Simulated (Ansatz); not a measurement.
# C₃H₅O radical: up Jacob's ladder to CCSD(T)

How much do the methods differ for C₃H₅O radical? The plan is to run it at one geometry with functionals of several rungs and with coupled cluster. The yardstick is the atomisation energy at the CCSD(T) limit.

Program: Ansatz 0.2.0, Gaussian basis. Level of theory: functionals in def2-TZVPP, the program's frozen cores in correlated methods. These are calculated values, not measurements.

The runs, in order: LDA (SPW92), PBE-D4, revPBE-D4, BLYP-D4, r2SCAN-D4, B97M-V, PBE0-D4, B3LYP-D4, r2SCANh-D4, r2SCAN0-D4, HSE06-D4, BHLYP-D4, CAM-B3LYP-D4, LC-ωPBE, ωB97X-V, ωB97M-V, B2PLYP, PBE-QIDH; CCSD(T)/def2-SVP; CCSD(T)/def2-TZVPP; MP2/def2-QZVPP; extrapolation to the limit; RPA on PBE.

### Step 1. The relaxed structure

An earlier PBE0-D4 in a triple-zeta def2 set relaxation fixed the geometry.

9 atoms, charge 0, spin multiplicity 2.

Atoms are counted from 1 here; the program's logs count them from 0.

Bond lengths: C1–C2 1.324 Å, C1–H5 1.086 Å, C1–H6 1.084 Å, C2–C3 1.497 Å, C2–H7 1.087 Å, C3–O4 1.356 Å, C3–H8 1.104 Å, C3–H9 1.114 Å. Angles: C2–C1–H5 121.3°, C2–C1–H6 121.8°, H5–C1–H6 116.9°, C1–C2–C3 123.3°, C1–C2–H7 121.1°, C3–C2–H7 115.6°, C2–C3–O4 115.4°, C2–C3–H8 111.9°, C2–C3–H9 109.4°, O4–C3–H8 112.1°, O4–C3–H9 103.0°, H8–C3–H9 104.0°.

As a file:

```
C    -0.28384    1.27252    0.50463
C     0.43113    0.35554   -0.12786
C    -0.00566   -1.06797   -0.27959
O     0.94410   -1.99935   -0.01597
H    -1.23977    1.02868    0.95898
H     0.05517    2.29767    0.59551
H     1.39396    0.60092   -0.56853
H    -0.94594   -1.26992    0.26216
H    -0.26077   -1.26429   -1.34633
```

### Step 2. LDA

This LDA is Slater exchange with PW92 correlation.

Input file in.yaml:

```yaml
crystal:
  periodic: [false, false, false]
  atoms:
    - {symbol: C, position_ang: [-0.283835, 1.272517, 0.504633]}
    - {symbol: C, position_ang: [0.431128, 0.355545, -0.127864]}
    - {symbol: C, position_ang: [-0.005655, -1.067967, -0.279591]}
    - {symbol: O, position_ang: [0.944103, -1.999347, -0.015975]}
    - {symbol: H, position_ang: [-1.239773, 1.028680, 0.958982]}
    - {symbol: H, position_ang: [0.055174, 2.297666, 0.595514]}
    - {symbol: H, position_ang: [1.393965, 0.600924, -0.568534]}
    - {symbol: H, position_ang: [-0.945936, -1.269922, 0.262163]}
    - {symbol: H, position_ang: [-0.260772, -1.264295, -1.346330]}
basis:
  gaussian: {orbitals: def2-TZVPP}
magnetization: {spin_polarized: true, initial_magnetization: 1}
hamiltonian: {xc: lda}
output: {orbitals: {seedname: orbitals}}
```

Further steps of the session: PBE-D4 (GGA); revPBE-D4 (GGA); BLYP-D4 (GGA); r2SCAN-D4 (meta-GGA); B97M-V (meta-GGA); PBE0-D4 (hybrid); B3LYP-D4 (hybrid); r2SCANh-D4 (hybrid); r2SCAN0-D4 (hybrid); HSE06-D4 (hybrid); BHLYP-D4 (hybrid); CAM-B3LYP-D4 (range-separated); LC-ωPBE-D4 (range-separated); ωB97X-V (range-separated); ωB97M-V (range-separated); B2PLYP (double hybrid); PBE-QIDH (double hybrid); CCSD(T) in def2-SVP; CCSD(T) in def2-TZVPP; MP2 in def2-QZVPP; RPA on PBE orbitals.

**Question.** What will the summary of the whole plan be? Wanted: atomisation energy, CCSD(T)/CBS; farthest beyond LDA; mean size of error, GGA; mean size of error, meta-GGA; mean size of error, hybrid; mean size of error, range-separated; mean size of error, double hybrid; gap, smallest and largest; T1 diagnostic.

The runs gave:

| quantity | value |
| --- | --- |
| atomisation energy, CCSD(T)/CBS | 36.538 eV |
| functionals within 0.183 eV (0.5 %) | r2SCANh-D4, LC-ωPBE, ωB97X-V, B2PLYP, PBE-QIDH |
| farthest beyond LDA | PBE-D4 (+1.347 eV) |
| mean size of error, GGA | 0.699 eV |
| mean size of error, meta-GGA | 0.346 eV |
| mean size of error, hybrid | 0.437 eV |
| mean size of error, range-separated | 0.246 eV |
| mean size of error, double hybrid | 0.105 eV |
| gap, smallest and largest | 0.35 eV (LDA (SPW92)), 9.60 eV (LC-ωPBE) |
| T1 diagnostic | 0.0198 |
| triples share of the correlation energy | 3.9 % |

What this shows: LDA overbinds by 5.879 eV (16 %). PBE-D4 is off by +1.347 eV. Double hybrids carry the basis error of their MP2 part in triple zeta, and no dispersion term here, so their miss is partly the set-up's. By mean error the best rung here is double hybrid (0.105 eV) and the worst beyond LDA is GGA (0.699 eV). Misses under about 0.183 eV are within the doubt on the reference itself, which lacks core-valence correlation, relativity and higher excitations. Hartree-Fock recovers 74 % of the binding; the rest is correlation. CCSD(T) in def2-SVP is off by -1.517 eV, worse than the median functional, from the basis alone. Orbital gaps span 0.4 to 9.6 eV; exact exchange widens them.
